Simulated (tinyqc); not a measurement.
ROHF in the sto-6g basis, for OH+, spin multiplicity 3, step by step. This run ends on a higher stationary point, not on the lowest solution. One step of it, computed by the program tinyqc.

Task: Iteration 3: Roothaan effective Fock matrix. With projectors Pc = D(beta) S, Po = (D(alpha) - D(beta)) S, Pv = 1 - D(alpha) S, the block xy is Px^T F Py; with Fc = (F(alpha) + F(beta))/2, the blocks are Fc for cc, oo, vv and cv, F(beta) for co and F(alpha) for ov.

F(alpha) (hartree):
```
             1O 1s      1O 2s     1O 2px     1O 2py     1O 2pz      2H 1s
1O 1s   -21.348156  -5.169484   0.000000   0.000000  -0.007095  -1.212272
1O 2s    -5.169484  -3.075181   0.000000   0.000000  -0.082727  -1.287685
1O 2px    0.000000   0.000000  -1.069604   0.014086   0.000000   0.000000
1O 2py    0.000000   0.000000   0.014086  -1.160249   0.000000   0.000000
1O 2pz   -0.007095  -0.082727   0.000000   0.000000  -1.132564  -0.793990
2H 1s    -1.212272  -1.287685   0.000000   0.000000  -0.793990  -1.110885
```

F(beta) (hartree):
```
             1O 1s      1O 2s     1O 2px     1O 2py     1O 2pz      2H 1s
1O 1s   -21.299329  -5.105807   0.000000   0.000000  -0.008380  -1.190484
1O 2s    -5.105807  -2.714738   0.000000   0.000000  -0.261790  -1.184837
1O 2px    0.000000   0.000000  -0.956323  -0.109560   0.000000   0.000000
1O 2py    0.000000   0.000000  -0.109560  -0.251310   0.000000   0.000000
1O 2pz   -0.008380  -0.261790   0.000000   0.000000  -0.391522  -0.514594
2H 1s    -1.190484  -1.184837   0.000000   0.000000  -0.514594  -0.816439
```

D(alpha) after iteration 2:
```
            1O 1s      1O 2s    1O 2px    1O 2py     1O 2pz      2H 1s
1O 1s    1.056553  -0.247250  0.000000  0.000000   0.022668   0.006763
1O 2s   -0.247250   1.099101  0.000000  0.000000  -0.165690  -0.091842
1O 2px   0.000000   0.000000  1.000000  0.000000   0.000000   0.000000
1O 2py   0.000000   0.000000  0.000000  1.000000   0.000000   0.000000
1O 2pz   0.022668  -0.165690  0.000000  0.000000   0.583086   0.339267
2H 1s    0.006763  -0.091842  0.000000  0.000000   0.339267   0.197450
```

D(beta) after iteration 2:
```
            1O 1s      1O 2s    1O 2px    1O 2py     1O 2pz      2H 1s
1O 1s    1.050885  -0.216003  0.000000  0.000000  -0.033690  -0.025963
1O 2s   -0.216003   0.926838  0.000000  0.000000   0.145012   0.088575
1O 2px   0.000000   0.000000  0.977470  0.148399   0.000000   0.000000
1O 2py   0.000000   0.000000  0.148399  0.022530   0.000000   0.000000
1O 2pz  -0.033690   0.145012  0.000000  0.000000   0.022689   0.013858
2H 1s   -0.025963   0.088575  0.000000  0.000000   0.013858   0.008493
```

overlap S:
```
           1O 1s     1O 2s    1O 2px    1O 2py    1O 2pz     2H 1s
1O 1s   1.000000  0.231145  0.000000  0.000000  0.000000  0.053827
1O 2s   0.231145  1.000000  0.000000  0.000000  0.000000  0.468451
1O 2px  0.000000  0.000000  1.000000  0.000000  0.000000  0.000000
1O 2py  0.000000  0.000000  0.000000  1.000000  0.000000  0.000000
1O 2pz  0.000000  0.000000  0.000000  0.000000  1.000000  0.388234
2H 1s   0.053827  0.468451  0.000000  0.000000  0.388234  1.000000
```

Give: effective F.

Result:

effective F (hartree):
```
           1O 1s    1O 2s   1O 2px   1O 2py   1O 2pz    2H 1s
1O 1s   -21.3238  -5.1362   0.0000   0.0000  -0.0150  -1.2055
1O 2s    -5.1362  -2.8790   0.0000   0.0000  -0.2041  -1.2608
1O 2px    0.0000   0.0000  -1.0130  -0.0477   0.0000   0.0000
1O 2py    0.0000   0.0000  -0.0477  -0.7058   0.0000   0.0000
1O 2pz   -0.0150  -0.2041   0.0000   0.0000  -0.8165  -0.6580
2H 1s    -1.2055  -1.2608   0.0000   0.0000  -0.6580  -0.9495
```
